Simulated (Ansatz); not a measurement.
**CH5ClSi: composite energy at a relaxed geometry from a Python script**

The task is a composite energy at a relaxed geometry, for CH5ClSi.

Computed with the Python package of Ansatz 0.2.0. The levels of theory stand in the script.

### Step 1. Starting point

Bond lengths: Si1–C2 1.777 Å, C2–Cl3 1.765 Å, Si1–H4 1.434 Å, Si1–H5 1.538 Å, Si1–H6 1.519 Å, C2–H7 1.117 Å, C2–H8 1.107 Å. Angles: Si1–C2–Cl3 108.3°, Si1–C2–H7 113.7°, Si1–C2–H8 113.5°, Cl3–C2–H7 107.7°, Cl3–C2–H8 108.3°, H7–C2–H8 105.1°, C2–Si1–H4 113.0°, C2–Si1–H5 110.9°, C2–Si1–H6 113.9°, H4–Si1–H5 105.0°, H4–Si1–H6 109.6°, H5–Si1–H6 103.8°.

The script holds or builds the structure itself.

### Step 2. The script

Contents of composite.py:

```python
"""A composite energy for CH5ClSi: DFT geometry, MP2 basis limit, coupled-cluster correction."""

import warnings

import ansatz as az
import numpy as np

GEOMETRY = """
Si   -0.79320    0.25200   -0.13730
C     0.90890   -0.22670    0.03520
Cl    1.01310   -1.46670    1.28640
H    -1.63970   -0.82650   -0.55850
H    -0.95150    1.33000   -1.22350
H    -1.37740    0.90260    1.10530
H     1.58330    0.61260    0.33170
H     1.34870   -0.63450   -0.89510
"""

warnings.simplefilter("ignore", az.DeckWarning)

system = az.Crystal.molecule()
for line in GEOMETRY.strip().splitlines():
    symbol, *xyz = line.split()
    system = system.atom(symbol, [float(v) for v in xyz])

calc = system.calculation()
calc = calc.basis(gaussian="def2-SVP")
calc = calc.functional("r2SCAN", dispersion="d3bj")
symbols = [site.symbol for site in system.cartesian_sites]
start = np.array([site.position_ang for site in system.cartesian_sites], dtype=float)
data = calc.relax(force_tolerance=0.01).run().report
end = np.array(data["positions_ang"])
print("final positions (A) and the move of each atom")
for symbol, xyz, old in zip(symbols, end, start):
    print(f"{symbol:2s} {xyz[0]:10.5f} {xyz[1]:10.5f} {xyz[2]:10.5f}   {np.linalg.norm(xyz - old):7.4f}")

minimum = az.Crystal.molecule()
for symbol, place in zip(symbols, end):
    minimum = minimum.atom(symbol, place.tolist())
at_minimum = minimum.calculation()
# MP2 extrapolated to the basis limit, plus the small-basis difference CCSD(T) - MP2
level = lambda method, basis: at_minimum.basis(gaussian=basis).correlation(method).run().report
small, large, cluster = level("mp2", "cc-pVDZ"), level("mp2", "cc-pVTZ"), level("ccsd_t", "cc-pVDZ")
corr = lambda each: (each["free_energy_ev"] - each["reference_energy_ev"]) / 27.211386246
mp2_limit = (27 * corr(large) - 8 * corr(small)) / 19
pieces = {"HF / cc-pVTZ": large["reference_energy_ev"] / 27.211386246, "MP2 correlation, DZ-TZ limit": mp2_limit, "CCSD(T) - MP2 / cc-pVDZ": corr(cluster) - corr(small)}
for name, value in pieces.items():
    print(f"{name:32s} {value:14.6f} Ha")
print(f"{'sum':32s} {sum(pieces.values()):14.6f} Ha")
print("T1 diagnostic", round(cluster["correlation"]["coupled_cluster"]["t1_diagnostic"], 4))
```

### Step 3. The run

Run with:

```
$ python composite.py
```

Q: Predict the main results. Wanted: T1 diagnostic; composite energy.

As calculated:

```
        quantity           value
   T1 diagnostic          0.0095
composite energy  -789.854188 Ha
   runs compared               3
```

All 3 runs converged, in 10 to 16 cycles. A T1 diagnostic under about 0.02 supports a single-reference treatment, as here. Run 0: After 4 moves the largest shift is 0.099 Å, of atom 1 (Si). What to keep in mind:
- The sum leaves out core correlation, relativity, the Hartree-Fock basis error and zero-point energy; a DZ-TZ extrapolation is rough.
- Inner cores stay frozen, so this is valence correlation.
- For Al to Cl the sets with a tight d function, cc-pV(X+d)Z, are usual.
- An extrapolation from small basis sets is rough.
- A dispersion term here runs with damping parameters fitted for another variant or functional.
- The script silences the warnings on its input, which a real study should read.
